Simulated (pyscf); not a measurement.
Single points on ωB97X-D3(BJ)/def2-SVP structures (PySCF, gas phase).

Task: Estimate by transition-state theory the rate constant of Cl–GaH–Cl + water (H₂O) → HO–Ga(Cl)–Cl + hydrogen (H₂) (singlet surface; Ga–H, H–O broken, Ga–O, H–H formed) at 900 K, with ωB97M-D3(BJ)/def2-TZVP energies (ideal gas, 1 atm, RRHO with modes under 100 cm⁻¹ raised to 100, one conformer, R ln 2 for chiral ones without a mode under 150 cm⁻¹; no tunnelling).

Result: The electronic barrier is 15.5 kcal/mol and the thermal terms add +29.8, so ΔG‡ = 45.3 kcal/mol. With k_BT/h = 1.88e+13 s⁻¹ and RT = 1.788 kcal/mol, and a volume of 1.23e-19 cm³ per molecule at 1 atm, k = 2.3e-17 cm³ molecule⁻¹ s⁻¹. Wigner's tunnelling factor for 1328i cm⁻¹ would be 1.19. A shift of 1 kcal/mol in the barrier changes k by a factor 1.7. On the reactant side the descent ends in an adduct with a Ga–O contact, 19.9 kcal/mol under the separated species and 33.6 kcal/mol under the saddle at ωB97X-D3(BJ)/def2-TZVP. What is counted as formed (Ga–O) is already present as a longer contact in the reactant adduct; forming that adduct is a step of its own. At the saddle there is also a short Ga–H contact that neither side keeps. This is the saddle that the search found; another between the same sides may lie lower. Elements up to Kr have no core potential and no relativistic terms here.
